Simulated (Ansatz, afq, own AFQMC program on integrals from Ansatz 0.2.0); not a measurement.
AFQMC on a folder of integrals that Ansatz 0.2.0 wrote.

```yaml
crystal:
  periodic: [false, false, false]
  atoms:
    - {symbol: Ge, position_ang: [0.000000, 0.000000, 0.282333]}
    - {symbol: B, position_ang: [0.000000, 0.000000, -1.691224]}
    - {symbol: H, position_ang: [0.000000, 1.255258, 1.166980]}
    - {symbol: H, position_ang: [0.000000, -1.255258, 1.166980]}
    - {symbol: H, position_ang: [0.000000, 1.042369, -2.270633]}
    - {symbol: H, position_ang: [0.000000, -1.042369, -2.270633]}
basis:
  gaussian: {orbitals: 6-31G}
magnetization: {spin_polarized: true, initial_magnetization: 1}
correlation: {method: ccsd_t, electrons: outside_noble_gas, hamiltonian_folder: ham}
```

```sh
$ ansatz run in.yaml --threads 1 --pin off --events-out ev --progress --plain --max-ram 1382MiB
```

Options of the walk:

```
--method phaseless --trial hf --walkers 120 --populations 1 --least-time 40 --time-step 0.005 --steps-per-block 20 --equilibration-blocks 112 --max-blocks 600 --target-error 0.0012000 --factor-cut 1e-05 --start spin_pure --seed 8537 --taylor-order 6
```

Times are imaginary, in 1/Eh. The walk had a cap of 774 s. Filled inner d shells are frozen with the cores.

afq prints:

```
orbitals 31  electrons 6 5  factors 260 of 504
reference energy -2101.95918353 Eh
CCSD correlation -0.12937841 Eh in 10 cycles, weight of the determinant in the CISD state 0.9110
energy of the start -2101.959365 Eh
 block  time / (1/Eh)  mean weight  energy / Eh
     1     0.100  1.0007  -2101.981784
     2     0.200  1.0001  -2101.998554
     3     0.300  1.0013  -2102.015124
     4     0.400  1.0007  -2102.027208
     5     0.500  1.0007  -2102.034328
     7     0.700  1.0003  -2102.045656
     9     0.900  0.9999  -2102.062452
    15     1.500  0.9991  -2102.074609
    43     4.300  0.9985  -2102.084523
    71     7.100  0.9993  -2102.100189
    99     9.900  1.0003  -2102.086347
   127    12.700  1.0010  -2102.094008
   155    15.500  1.0011  -2102.117604
   183    18.300  0.9988  -2102.073910
   211    21.100  1.0004  -2102.099961
   239    23.900  1.0001  -2102.086610
   267    26.700  0.9998  -2102.074969
   281    28.100  1.0009  -2102.063331
   295    29.500  1.0005  -2102.098197
   323    32.300  1.0000  -2102.100544
   351    35.100  1.0003  -2102.104044
   379    37.900  1.0004  -2102.094508
   407    40.700  1.0005  -2102.078799
   435    43.500  1.0009  -2102.101243
   463    46.300  1.0018  -2102.102204
   491    49.100  0.9997  -2102.108612
   519    51.900  0.9985  -2102.088728
   547    54.700  1.0012  -2102.101853
   561    56.100  1.0011  -2102.092895
blocks merged  error / Eh  count
     1  0.000438  460
     2  0.000590  230
     4  0.000776  115
     8  0.001005  57
    16  0.001176  28
    32  0.001438  14
energy -2102.089405 +/- 0.001176 Eh
(rows thinned)
```

The run passed its tests (sampling time, drift between the halves within three errors, error under three times the target), which doesn't prove that it has relaxed. The second half of the sampling lies below the first by 2.1 errors of their difference, so the energy may still be moving and its error bar be too small.

Against this walk (error 32.0 meV) on the same determinant: CCSD(T) 50.8 meV lower (within the noise), the released energy of a separate walk with a CISD trial 74.7 ± 32.8 meV lower, a separate phaseless walk with a CISD trial and standard settings 72.2 ± 32.8 meV lower. The error is statistical and leaves out the bias of the constraint.

Cautions: constraint bias not in the error; no relativity below Rb; no spin-orbit coupling; inner d shell frozen.

The walk took 8.6 min on 1 thread of Intel(R) Xeon(R) Processor @ 2.50GHz (Skylake/Cascade Lake) (shared host). The log's last line is the phaseless energy.

A walk keeps the symmetry of its determinant, which the program's search chose and which needn't be the lowest solution, so a lower state of the same spin and another symmetry isn't excluded.
